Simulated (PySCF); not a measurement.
Molecule: 3-Chlorothiophene (SMILES c1c(Cl)csc1).

Cartesian coordinates in Å; atom numbers follow the order of the lines, from 1:
```xyz
9

Cl   -2.1942   -1.4284    0.1809
C    -0.8339   -0.3789    0.0587
C     0.5088   -0.8549    0.0227
C     1.4027    0.1759   -0.0746
S     0.6213    1.7039   -0.1227
C    -0.9332    0.9865   -0.0106
H     0.7781   -1.9098    0.0674
H     2.4893    0.1163   -0.1209
H    -1.8388    1.5894   -0.0009
```

Geometry PBE0-D3(BJ)/def2-SVP throughout; GIAO in PySCF 2.14, gas phase, one conformer, non-relativistic; equivalent atoms averaged; functional PBE0.

For orientation, cc-pVDZ gives these shifts δ (against HCl, TMS, CS2 at the same level): Cl1 162.2, C4 127.8, C6 122.9, C2 132.4, C3 126.4, S5 197.3, H8 7.03, H9 6.79, H7 6.77 ppm.

A run gave: Cl1 152.1, C4 143.1, C6 137.2, C2 142.1, C3 136.7, S5 193.8, H8 6.82, H9 6.56, H7 6.65 ppm (shifts δ (against HCl, TMS, CS2 at the same level)).

**Question.** Which basis set was used in that run?
A. pcSseg-0
B. 6-311+G(2d,p)
C. 6-31G*
D. def2-TZVP

**Answer.** A. C4 tells them apart best: pcSseg-0 gives 143.1, def2-TZVP gives 131.9, 6-311+G(2d,p) gives 131.0, 6-31G* gives 121.7 ppm.
